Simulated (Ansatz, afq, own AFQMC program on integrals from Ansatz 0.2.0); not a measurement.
**GeHO, quartet: AFQMC among the cluster methods**

```yaml
atoms:
  - { symbol: Ge, position_ang: [0.0000, -0.1154, 0.3116] }
  - { symbol: O, position_ang: [0.0000, 0.4360, -1.4596] }
  - { symbol: H, position_ang: [0.0000, 1.3948, 0.7132] }
```

Connectivity, by distances: GeH–O.

Basis cc-pVDZ. Only valence electrons are correlated. Ansatz 0.2.0 and our own AFQMC program on the same integrals; the CISD trial comes from CCSD amplitudes, and released means the phaseless constraint is let go. Uncertainties: one standard error, sampling alone. No spin–orbit coupling.

Determinant: UHF, the one that the program's search chose, which needn't be the lowest solution. The geometry is a point of a scan.

No full CI on the walks' own integrals is used here. The released AFQMC energy serves as the reference, which it does only where one determinant dominates, the energy is flat over the last release times and near the phaseless one (40 meV or 2 meV an electron, half that with transition metals). On small molecules, where full CI could be run and the noise was under 10 meV, such values lay within 10 meV of it in 19 cases of 20, a flattering rate, since the rule was set on those same cases; what remains of the bias isn't in the error bar.

Cautions: no relativity below Rb; no spin-orbit coupling; inner d shell frozen; lower spins were not checked; the released value is read at 1.62 1/Eh with a noise of 16 meV, more than in the cases checked, later times being too noisy (meV from the phaseless value at times in 1/Eh: -33 ± 15 at 0.24, -43 ± 14 at 0.51, -26 ± 13 at 0.99, -26 ± 16 at 1.62, -28 ± 24 at 2.40).

```
T1 diagnostic                               : 0.0275
weight of the determinant in the CISD state : 0.896
⟨S²⟩ of the determinant                     : 3.770
size of the correlated space                : 11 electrons in 31 orbitals
```

Reference: AFQMC with the constraint released, correlation energy -6.385 ± 0.016 eV.

```csv
level,E − E(reference) (kcal/mol),share of correlation (%)
HF,147.23 ± 0.36,0.00
MP2,21.26 ± 0.36,85.56
CCSD,4.52 ± 0.36,96.93
CCSD(T),1.07 ± 0.36,99.28
ph-AFQMC/CISD,0.60 ± 0.44,99.59
```

A walk keeps the symmetry of its determinant, which the program's search chose and which needn't be the lowest solution, so a lower state of the same spin and another symmetry isn't excluded. Released energies are given only where the last usable release times agree within the noise; a slower fall can still hide under it.
